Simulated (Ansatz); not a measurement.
Worked example: H₃Ge–GeH⁺, doublet against H3Ge–GeH, triplet

Geometry (PBE0/def2-TZVP stationary point of a triplet), kept for both states (H3Ge–GeH, triplet: A''; H3Ge–GeH⁺, doublet: A'):

```yaml
atoms:
  - { symbol: Ge, position_ang: [0.0000, -0.0229, 1.1903] }
  - { symbol: Ge, position_ang: [0.0000, 0.0409, -1.2321] }
  - { symbol: H, position_ang: [1.2555, -0.7421, 1.7164] }
  - { symbol: H, position_ang: [0.0000, 1.4326, 1.6767] }
  - { symbol: H, position_ang: [-1.2555, -0.7421, 1.7164] }
  - { symbol: H, position_ang: [0.0000, -1.2486, -2.0914] }
```

Basis cc-pVTZ; Ansatz 0.2.0. Correlated methods freeze the noble-gas cores and the filled d shells of p-block atoms. R marks a restricted (for open shells ROHF) determinant, U an unrestricted one. No spin–orbit coupling is included, and no scalar relativity.

Full CI isn't at hand for all of this; UCCSDT(Q) serves as the reference, and is uncertain by about the last step of the cluster series.

| level | E(H3Ge–GeH, triplet) (hartree) | E(H3Ge–GeH⁺, doublet) (hartree) |
| --- | --- | --- |
| UHF | -4153.091746 | -4152.828898 |
| UMP2 | -4153.293655 | -4153.016241 |
| UCCSD(T) | -4153.341279 | -4153.063170 |
| PBE | -4155.769766 | -4155.495107 |
| PBE0 | -4155.885036 | -4155.606653 |
| UCCSDT(Q) | -4153.342920 | -4153.064728 |

Task: Give the vertical gap, H3Ge–GeH⁺ doublet less H3Ge–GeH triplet, at each level in eV (1 hartree = 27.2114 eV), and each error against UCCSDT(Q).

Result: UCCSDT(Q): (-4153.064728 − (-4153.342920)) × 27.2114 = 7.570 eV (the reference)
PBE0: (-4155.606653 − (-4155.885036)) × 27.2114 = 7.575 eV, error 0.005 eV
PBE: (-4155.495107 − (-4155.769766)) × 27.2114 = 7.474 eV, error -0.096 eV
UCCSD(T): (-4153.063170 − (-4153.341279)) × 27.2114 = 7.568 eV, error -0.002 eV
UMP2: (-4153.016241 − (-4153.293655)) × 27.2114 = 7.549 eV, error -0.021 eV
UHF: (-4152.828898 − (-4153.091746)) × 27.2114 = 7.152 eV, error -0.418 eV

Total energies of functionals can't be set beside those of wave-function methods, since they hold the core's correlation and their own absolute errors; only the differences compare.

The reference still carries a basis error, for a change of charge of the order of 0.1 eV, so smaller errors of functionals can't be ranked.

Each level lands on the state that its own search finds. T1 diagnostics of restricted CCSD: 0.020 and 0.021.
